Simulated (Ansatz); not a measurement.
# CH₄+ (doublet): from Hartree-Fock to the top rungs at distance C1–H4 = 0.878 Å, 6-31G

Aim: climb from Hartree-Fock through coupled cluster and multireference methods for CH₄+ (doublet) at one geometry and basis, and see what each rung misses.

Computed with Ansatz 0.2.0, Gaussian basis. Level: 6-31G, core rule «outside noble gas», up to 1 orbitals frozen.

To be run: UHF; CCSD(T) on ROHF; CCSD(T) on UHF; BCCD(T) on ROHF; CISD; CCSDT(Q) on ROHF; CCSDT(Q) on UHF; CISDTQ; CCSDTQ on ROHF; CCSDTQ on UHF; CASSCF and MRCISD+Q, 3 electrons in 3 orbitals; CASSCF and NEVPT2, 3 electrons in 3 orbitals; CASSCF and MRCISD+Q, 7 electrons in 8 orbitals; CASSCF and NEVPT4(SD), 7 electrons in 8 orbitals; CASSCF and NEVPT2, 7 electrons in 8 orbitals; Full CI.

19 further runs of the same task are left out: 16 that didn't finish, 3 set aside as unsound or not needed.

## (1) The geometry

The geometry derives from a PBE0/def2-TZVP stationary point (not a proven minimum). One bond is set to the value named and the two fragments are kept rigid.

5 atoms, charge 1, spin multiplicity 2.

Atoms are counted from 1 here; the program's logs count them from 0.

Bond lengths: C1–H2 1.120 Å, C1–H3 1.120 Å, C1–H4 0.878 Å, C1–H5 1.120 Å. Angles: H2–C1–H3 96.2°, H2–C1–H4 96.2°, H2–C1–H5 141.6°, H3–C1–H4 141.6°, H3–C1–H5 96.2°, H4–C1–H5 96.2°.

Coordinates:

```xyz
5
charge 1, multiplicity 2
C    -0.0049    0.0101   -0.0102
H     0.3597    0.7601    0.7378
H    -0.3791   -0.7349    0.7380
H    -0.2888    0.5950   -0.6003
H     0.3668   -0.7410   -0.7535
```

## (2) UHF

The input, in.yaml:

```yaml
crystal:
  periodic: [false, false, false]
  atoms:
    - {symbol: C, position_ang: [-0.004921, 0.010138, -0.010229]}
    - {symbol: H, position_ang: [0.359729, 0.760130, 0.737751]}
    - {symbol: H, position_ang: [-0.379120, -0.734906, 0.737979]}
    - {symbol: H, position_ang: [-0.288817, 0.595001, -0.600333]}
    - {symbol: H, position_ang: [0.366849, -0.741034, -0.753505]}
basis:
  gaussian: {orbitals: 6-31G}
total_charge: 1
magnetization: {spin_polarized: true, initial_magnetization: 1}
hamiltonian: {xc: hf}
output: {orbitals: {seedname: orbitals}}
```

On the command line:

```console
$ ansatz run in.yaml --threads 1 --pin off --events-out ev --progress --plain --max-ram 2393MiB
```

Further steps of the session: CCSD(T) on ROHF; CCSD(T) on UHF; BCCD(T) on ROHF; CISD; CCSDT(Q) on ROHF; CCSDT(Q) on UHF; CISDTQ; CCSDTQ on ROHF; CCSDTQ on UHF; CASSCF and MRCISD+Q, 3 electrons in 3 orbitals; CASSCF and NEVPT2, 3 electrons in 3 orbitals; CASSCF and MRCISD+Q, 7 electrons in 8 orbitals; CASSCF and NEVPT4(SD), 7 electrons in 8 orbitals; CASSCF and NEVPT2, 7 electrons in 8 orbitals; Full CI.

**Question.** What will the summary of the whole plan be? Wanted: FCI below the RHF energy; RMP2 from FCI; UMP2 from FCI; RCCSD from FCI; RCCSD(T) from FCI; UCCSD(T) from FCI; RCCSDT(Q) from FCI; UCCSDT(Q) from FCI; NEVPT2 pair from FCI.

**Answer**, as computed:

```
                         quantity                                                                                                                                                             value
         FCI below the RHF energy                                                                                                                                                        -2.6940 eV
                    RMP2 from FCI                                                                                                                                                   +12.63 kcal/mol
                    UMP2 from FCI                                                                                                                                                   +12.70 kcal/mol
                   RCCSD from FCI                                                                                                                                                    +1.05 kcal/mol
                RCCSD(T) from FCI                                                                                                                                                    +0.25 kcal/mol
                UCCSD(T) from FCI                                                                                                                                                    +0.24 kcal/mol
               RCCSDT(Q) from FCI                                                                                                                                                    +0.01 kcal/mol
               UCCSDT(Q) from FCI                                                                                                                                                     0.00 kcal/mol
             NEVPT2 pair from FCI                                                                                                                                                   +11.37 kcal/mol
           MRCISD+Q pair from FCI                                                                                                                                                    +0.14 kcal/mol
          NEVPT2 valence from FCI                                                                                                                                                    +4.07 kcal/mol
levels within 1 kcal/mol (43 meV)  RCCSD(T), UCCSD(T), BCCD(T), RCCSDT, UCCSDT, CISDTQ, RCCSDT(Q), UCCSDT(Q), RCCSDTQ, UCCSDTQ, MRCISD+Q pair, NEVPT4(SD) valence, MRCISD valence, MRCISD+Q valence
                    T1 diagnostic                                                                                                                                                             0.008
   effectively unpaired electrons                                                                                                                                                              1.02
```

In words: RCCSD(T) lands +0.25 kcal/mol from the yardstick (0.4 % of the correlation energy). One determinant dominates. Of the multireference levels listed MRCISD+Q valence comes nearest in total energy (+0.12 kcal/mol), which doesn't show that its space is the better one. These misses are within one basis, not against nature; the frozen cores of restricted and unrestricted runs differ, which can shift their rows.
